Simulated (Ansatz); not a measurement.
System: zinc-blende BeTe. Method: r²SCAN0 (Ansatz, an electronic-structure program, plane waves, PAW).

Numerical settings: plane-wave cutoff 600 eV, 8×8×8 k mesh, scalar-relativistic PAW data made under PBE.

Computed at the level's own relaxed cell.

Hill averages of the elastic tensor: K = 62.1 GPa, G = 44.9 GPa. Volume 22.340 Å³/atom, mean atomic mass 68.306 u.

### Question
Work out the density, the sound velocities of a polycrystal and the elastic Debye temperature at this level.

### Answer
ρ = 1.66054 × 68.306/22.340 = 5.077 g/cm³. v_l = √[(K + 4G/3)/ρ] = 4.901 km/s and v_t = √(G/ρ) = 2.974 km/s. The mean follows from 3/v_m³ = 1/v_l³ + 2/v_t³: v_m = 3.286 km/s. Θ_D = (ħ/k_B) v_m (6π²/V)^(1/3) = 76.38 K Å s/km × 3.286 × 1.3840 Å⁻¹ = 347 K, counting all atoms of the cell.
